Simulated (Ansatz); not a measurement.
# AlBHS (quartet): the correlation ladder, cc-pVDZ

The task here is to estimate one member of a computed series from the others.

Program: Ansatz 0.2.0, Gaussian basis. Level of theory: cc-pVDZ, core rule «outside noble gas», up to 11 orbitals frozen. These are calculated values, not measurements.

The runs, in order: UHF; CCSD(T) on ROHF; CCSD(T) on UHF; BCCD(T) on ROHF; CISD as a restricted active space (open shells left free, so some higher excitations enter); CCSDT(Q) on ROHF; CCSDT(Q) on UHF.

17 further runs of the same task are left out: 5 that didn't finish, 12 set aside as unsound or not needed. Runs told in other sessions of the task aren't counted.

### The geometry

The geometry is a PBE0/def2-TZVP stationary point (not a proven minimum).

4 atoms, charge 0, spin multiplicity 4.

Atoms are counted from 1 here; the program's logs count them from 0.

Bond lengths: Al1–S2 2.322 Å, Al1–B3 2.086 Å, S2–B3 1.759 Å, B3–H4 1.184 Å. Angles: S2–Al1–B3 46.7°, Al1–S2–B3 59.6°, Al1–B3–S2 73.8°, Al1–B3–H4 142.4°, S2–B3–H4 143.8°.

The first run:

Contents of in.yaml:

```yaml
crystal:
  periodic: [false, false, false]
  atoms:
    - {symbol: Al, position_ang: [0.000000, 0.182013, 1.306388]}
    - {symbol: S, position_ang: [0.000000, 0.338637, -1.010374]}
    - {symbol: B, position_ang: [0.000000, -1.234666, -0.224295]}
    - {symbol: H, position_ang: [0.000000, -2.402343, -0.422520]}
basis:
  gaussian: {orbitals: cc-pVDZ}
magnetization: {spin_polarized: true, initial_magnetization: 3}
hamiltonian: {xc: hf}
output: {orbitals: {seedname: orbitals}}
```

Launch:

```bash
ansatz run in.yaml --threads 1 --pin off --events-out ev --progress --plain --max-ram 2393MiB
```

Steps of the session up to this table: UHF; CCSD(T) on ROHF; CCSD(T) on UHF; BCCD(T) on ROHF; CISD as a restricted active space (open shells left free, so some higher excitations enter); CCSDT(Q) on ROHF; CCSDT(Q) on UHF.

One table of the session follows, with a row left open; its other results are not shown here.

| method | from UCCSDT(Q) (kcal/mol) |
| --- | --- |
| ROHF | +177.91 |
| UHF | +175.41 |
| RMP2 | ? |
| UMP2 | +28.01 |
| CISD | +25.64 |
| RCCSD | +9.44 |
| UCCSD | +9.29 |
| RCCSD(T) | +1.67 |
| UCCSD(T) | +1.68 |
| BCCD(T) | +1.56 |
| RCCSDT | +0.69 |
| UCCSDT | +0.68 |
| RCCSDT(Q) | +0.11 |
| UCCSDT(Q) | 0 |

**Question.** Estimate the row for RMP2.

**Answer.** from UCCSDT(Q) (kcal/mol): +27.56. In the column «from UCCSDT(Q) (kcal/mol)» it lies between CISD (+25.64) and UMP2 (+28.01).

With the free atoms at the same levels and basis (separate runs), the atomisation energy is 8.576 eV at UCCSDT(Q), 8.535 eV at RCCSD(T), 8.532 eV at UCCSD(T), 6.922 eV at ROHF.

Caveats from the session: Restricted and unrestricted rows rest on different reference determinants; a gap between their highest levels can come from leftover correlation error, from unlike frozen cores or from another state.
